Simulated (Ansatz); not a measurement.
Species: ClF, net charge 0, singlet state. SMILES: FCl
Geometry: optimised at B3LYP-D3(BJ)/def2-TZVP (Ansatz, a program for electronic structure).

Wanted: vertical electron affinity to the doublet, in eV. Set-up: non-relativistic; UHF or UKS for open shells; 6-31G* and kin with 6d, 5d where marked; each state is the SCF solution reached for its charge and spin; no spin-orbit coupling; 6-311+G** with 5d, 6d on Na to Ar in Ansatz; frozen cores in correlated levels. Basis-set limits of correlation are two-point, X^-3; Hartree-Fock from the larger set. Ab initio and DFT rows: single points at B3LYP-D3(BJ) geometries (Ansatz). Sets without +, aug- or the D of def2-TZVPD hold no diffuse functions, which anions need.

Coupled cluster (Ansatz) is a level with limits of its own, used here on species with T1 under 0.025 (0.045 for open shells) and stable references: CCSD(T)/CBS(aug-cc-pV(T+d)Z,aug-cc-pV(Q+d)Z).

Value to compare with, CCSD(T)/CBS(aug-cc-pV(T+d)Z,aug-cc-pV(Q+d)Z) (Ansatz): 0.56 eV.

```tsv
level	program	vertical electron affinity to the doublet (eV)	difference
B3LYP/STO-3G	Ansatz	-6.28	-6.84
B3LYP/3-21G	Ansatz	-1.16	-1.72
B3LYP/6-31G*	Ansatz	-0.41	-0.97
B3LYP/6-311+G**	Ansatz	0.77	0.21
B3LYP/def2-TZVPD	Ansatz	0.78	0.22
```

Among the 4 habitual levels, B3LYP/STO-3G lies farthest from CCSD(T)/CBS(aug-cc-pV(T+d)Z,aug-cc-pV(Q+d)Z) (Ansatz) (-6.84 eV) and B3LYP/6-311+G** nearest (0.21); 1 of 4 lie above it, and their mean absolute difference is 2.44 eV, the median 1.34. One case shows no general order.

The sets are all those run for this method; runs whose electronic state is in doubt are left out.
